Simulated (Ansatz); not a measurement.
Geometry optimisation, Ansatz 0.2.0, RKS BHLYP-D4/cc-pVDZ.

Input:

```yaml
crystal:
  periodic: [false, false, false]
  atoms:
    - { symbol: C, position_ang: [-0.2335, 0.3384, -1.3807] }
    - { symbol: C, position_ang: [-0.1814, -0.5917, -0.478] }
    - { symbol: C, position_ang: [-0.43101, -1.99943, -0.72998] }
    - { symbol: O, position_ang: [-0.53428, -2.87581, 0.12849] }
    - { symbol: O, position_ang: [-0.72992, -2.28418, -2.00273] }
    - { symbol: H, position_ang: [-0.5408, 0.1648, -2.4211] }
    - { symbol: H, position_ang: [-0.0872, 1.4293, -1.1406] }
    - { symbol: H, position_ang: [-0.00914, -0.34002, 0.53808] }
    - { symbol: H, position_ang: [-0.88923, -3.30926, -2.02313] }
basis:
  gaussian: { orbitals: cc-pVDZ }
hamiltonian:
  xc: { name: BHLYP }
  dispersion: d4
relax:
  f_tol: 0.015
  max_steps: 40
```

Run as:

```bash
$ ansatz run input.yaml --threads 1 --pin off --max-ram 2048MiB --backend cpu --events-out ev --progress --plain --runs-dir out
```

Where does it end, and by what steps?

The forces met the threshold. After 8 steps the energy has fallen by 0.334 eV; O4 moved furthest, 0.09 Å.

```csv
step,energy less start (eV),largest force component (eV/Å),accepted
0,0.0000,3.111,yes
1,-0.1107,2.424,yes
2,-0.1626,1.419,yes
3,-0.1746,2.274,yes
4,-0.2032,1.365,yes
5,-0.3244,0.633,yes
6,-0.3331,0.075,yes
7,-0.3337,0.068,yes
8,-0.3339,0.010,yes
```

```xyz
9
Properties=species:S:1:pos:R:3
C -0.264 0.354 -1.398
C -0.228 -0.581 -0.458
C -0.480 -2.010 -0.719
O -0.443 -2.859 0.126
O -0.757 -2.283 -2.000
H -0.485 0.102 -2.429
H -0.071 1.395 -1.161
H -0.007 -0.354 0.578
H -0.901 -3.232 -2.050
```

Time of the run: 37 s on 1 thread of Arm Neoverse V1, on a shared host, peak memory 0.17 GiB.
